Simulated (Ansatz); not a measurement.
AlH3 (`[AlH3]`). Charge 0, multiplicity 1.

```xyz
4

Al    0.000    0.000    0.000
H     0.531    1.164    0.937
H    -1.536   -0.395    0.019
H     1.005   -0.769   -0.956
```

Q: List the harmonic frequencies (cm⁻¹, unscaled) at PBE0-D4/def2-TZVP in Ansatz. (An estimate is asked.)

A: Computed: 704, 789, 789, 1926, 1935, 1935.

Q: Is this a minimum?

A: Yes, all 6 modes are real.

Q: Give the ideal-gas thermochemistry at 298.15 K and 1 bar (rigid rotor, harmonic oscillator; point group D3h, symmetry number 6).

A: Zero-point energy 48.3 kJ/mol; H(298) − E = 58.9 kJ/mol; entropy 207.5 J/(mol·K), of which translation 151.3, rotation 53.2, vibration 3.1; G(298) − E = -2.9 kJ/mol.
